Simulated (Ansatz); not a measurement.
**BSiH3 (triplet): wB97M-V, B2PLYP, RPA-PBE over a scan of the distance B1–H4 along a hydrogen transfer, cc-pVTZ**

The task here is to estimate one member of a computed series from the others.

Method: cc-pVTZ, all electrons in the functionals, frozen cores in the correlation of double hybrids and RPA; program: Ansatz 0.2.0, Gaussian basis.

To be run: wB97M-V, B2PLYP, RPA-PBE, at 1.194 Å; 1.241 Å; 1.336 Å; 1.430 Å; 1.525 Å.

4 further runs of the same task are left out: 4 for a known fault of the program.

## The system

The geometry derives from fragments relaxed apart (PBE0/def2-TZVP) and kept rigid, so it is no stationary point. A hydrogen atom is moved between rigid fragments.

5 atoms, charge 0, spin multiplicity 3.

Atoms are counted from 1 here; the program's logs count them from 0.

Bond lengths: B1–H2 1.193 Å, B1–H3 1.193 Å, B1–H4 1.193 Å. Angles: H2–B1–H3 120.0°, H2–B1–H4 120.0°, H3–B1–H4 120.0°.

No dispersion term is added; wB97M-V holds VV10 nonlocal correlation.

The geometry shown and the zero of energy belong to the point 1.194 Å. The yardstick, UCCSDT(Q), and other wave-function levels (R restricted, U unrestricted, valence and pair active spaces) come from earlier runs.

The first run:

in.yaml

```yaml
crystal:
  periodic: [false, false, false]
  atoms:
    - {symbol: B, position_ang: [-1.986471, 0.000000, 0.000000]}
    - {symbol: H, position_ang: [-2.583204, 1.033571, 0.000000]}
    - {symbol: H, position_ang: [-2.583204, -1.033571, 0.000000]}
    - {symbol: H, position_ang: [-0.793006, 0.000000, 0.000000]}
    - {symbol: Si, position_ang: [0.978529, 0.000000, 0.000000]}
basis:
  gaussian: {orbitals: cc-pVTZ}
magnetization: {spin_polarized: true, initial_magnetization: 2}
hamiltonian: {xc: {name: wB97M-V}}
output: {orbitals: {seedname: orbitals}}
```

Launch:

```console
ansatz run in.yaml --threads 2 --pin off --events-out ev --progress --plain --max-ram 16896MiB --backend cuda --devices 0, --max-vram 18GiB
```

Steps of the session up to this table: wB97M-V, 1.194 Å; wB97M-V, 1.241 Å; wB97M-V, 1.336 Å; wB97M-V, 1.430 Å; wB97M-V, 1.525 Å; B2PLYP, 1.194 Å; B2PLYP, 1.241 Å; B2PLYP, 1.336 Å; B2PLYP, 1.430 Å; B2PLYP, 1.525 Å; RPA-PBE, 1.194 Å; RPA-PBE, 1.241 Å; RPA-PBE, 1.336 Å; RPA-PBE, 1.430 Å; RPA-PBE, 1.525 Å.

One of the session's tables, all rows but one given; the rest of the session is left out.

It belongs to the step «Against the wave-function levels». 

```
    level  1.241 Å  1.336 Å  1.430 Å  1.525 Å
UCCSDT(Q)        ?        ?        ?        ?
  wB97M-V    0.037    0.246    0.596    1.087
   B2PLYP    0.029    0.219    0.547    1.012
  RPA-PBE    0.011    0.163    0.451    0.883
```

**Question.** Estimate the row for UCCSDT(Q).

The run gave: 1.241 Å: 0.026; 1.336 Å: 0.211; 1.430 Å: 0.537; 1.525 Å: 1.005. In the column «1.241 Å» it lies between RPA-PBE (0.011) and B2PLYP (0.029).
